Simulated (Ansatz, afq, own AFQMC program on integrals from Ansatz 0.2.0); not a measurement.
AFQMC on a folder of integrals that Ansatz 0.2.0 wrote.

```yaml
crystal:
  periodic: [false, false, false]
  atoms:
    - {symbol: F, position_ang: [0.000000, 0.404845, 1.189431]}
    - {symbol: N, position_ang: [0.000000, 0.319204, -1.281601]}
    - {symbol: Si, position_ang: [0.000000, -0.433050, -0.165433]}
basis:
  gaussian: {orbitals: cc-pVDZ}
magnetization: {spin_polarized: true, initial_magnetization: 2}
correlation: {method: ccsd_t, electrons: outside_noble_gas, hamiltonian_folder: ham}
```

```sh
$ ansatz run in.yaml --threads 1 --pin off --events-out ev --progress --plain --max-ram 1382MiB
```

afq runs on the folder ham with

```
--method phaseless --trial hf --walkers 120 --populations 1 --least-time 40 --time-step 0.005 --steps-per-block 20 --equilibration-blocks 112 --max-blocks 600 --target-error 0.00144 --factor-cut 1e-05 --start spin_pure --seed 5496 --taylor-order 6
```

Times are imaginary, in 1/Eh. The walk had a cap of 2050 s.

```
orbitals 39  electrons 9 7  factors 296 of 450
reference energy -442.63016437 Eh
CCSD correlation -0.39789268 Eh in 18 cycles, weight of the determinant in the CISD state 0.8634
energy of the start -442.630622 Eh
 block  time / (1/Eh)  mean weight  energy / Eh
     1     0.100  1.0035  -442.759665
     2     0.200  1.0025  -442.850648
     3     0.300  1.0047  -442.906616
     4     0.400  1.0016  -442.919261
     5     0.500  1.0014  -442.954576
    10     1.000  0.9991  -442.971671
    86     8.600  1.0033  -442.996885
   171    17.100  1.0007  -443.010761
   256    25.600  1.0017  -443.017876
   341    34.100  1.0001  -442.962686
   426    42.600  1.0040  -443.013711
   460    46.000  0.9995  -443.106596
   511    51.100  0.9989  -443.040138
   596    59.600  0.9962  -443.047862
   681    68.100  0.9993  -443.052912
   698    69.800  1.0000  -443.058947
blocks merged  error / Eh  count
     1  0.001340  600
     2  0.001732  300
     4  0.002212  150
     8  0.002620  75
    16  0.002882  37
    32  0.002888  18
    64  0.002991  9
energy -443.037410 +/- 0.002888 Eh
(rows thinned)
```

(1) Estimate how long the walk took on 1 thread of AMD EPYC 9R45 96-Core Processor (Zen 5) (shared host).

The run passed its tests (sampling time, drift between the halves within three errors, error under three times the target), which doesn't prove that it has relaxed. The second half of the sampling lies below the first by 2.2 errors of their difference, so the energy may still be moving and its error bar be too small.

Against this walk (error 78.6 meV) on the same determinant: CCSD(T) 38.2 meV lower (within the noise), a separate phaseless walk with a CISD trial and standard settings 27.0 ± 84.0 meV lower (within the noise). The error is statistical and leaves out the bias of the constraint. None of these is a sure reference here.

Cautions: constraint bias not in the error; error above the target (78.6 against 39.2 meV); lower spins were not checked.

Answers

(1) 4.1 min of wall time.

A walk keeps the symmetry of its determinant, which the program's search chose and which needn't be the lowest solution, so a lower state of the same spin and another symmetry isn't excluded.
